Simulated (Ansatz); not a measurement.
Base system: BP in the zinc blende structure (space group F-43m, No. 216; a = 4.5483 Å).

Method: PBE/PAW in Ansatz (a first-principles code), scalar-relativistic without spin-orbit coupling, earlier PAW set.

Now apply this change: N takes the place of P on all its sites; the structure is relaxed again.

Measured lattice parameter a: BP 4.525 Å (static lattice; corrected from measurement; as listed in Daniel Mejia-Rodriguez, S. B. Trickey, Phys. Rev. B (2018)); BN 3.593 Å (static lattice; corrected from measurement; as listed in Tamar Goldzak et al., The Journal of Chemical Physics (2022)).

Task: How well does PBE reproduce the measured shift?

Result: With PBE the lattice parameter a moves by -0.924 Å (4.548 → 3.624) against -0.932 Å measured.

Stability against distortions was not tested.
